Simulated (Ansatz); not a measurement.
Results of B3LYP (VWN-RPA form) (PAW; Ansatz, an electronic-structure program) for BiOCl (P4/nmm, No. 129).

Run with plane-wave cutoff 460 eV, 6×6×4 k mesh (along the axes of the cell as run), Fermi–Dirac smearing 0.01 eV, scalar-relativistic PAW data made under PBE.

Cell (measured lattice):

```
CELL_PARAMETERS angstrom
      3.88551     0.00000     0.00000
      0.00000     3.88551     0.00000
      0.00000     0.00000     7.34890
ATOMIC_POSITIONS crystal
  Bi 0.50000 0.00000 0.32904
  Bi 0.00000 0.50000 0.67096
  Cl 0.00000 0.50000 0.14720
  Cl 0.50000 0.00000 0.85280
  O  0.00000 0.00000 0.50000
  O  0.50000 0.50000 0.50000
```

### Question
Predict the band gap, smallest direct gap on the k points sampled and direct gap at Γ.

### Answer

- band gap = 4.06 eV
- smallest direct gap on the k points sampled = 4.53 eV
- direct gap at Γ = 5.39 eV

Note: cell and atoms aren't relaxed at this level (largest force component 0.06 eV/Å, pressure 4.8 GPa).

Spin–orbit coupling is not included; with these elements it can move the gap by several tenths of an eV or more.

Computed values are for the static lattice.

Computing time: about 5 core-minutes (a rough figure).
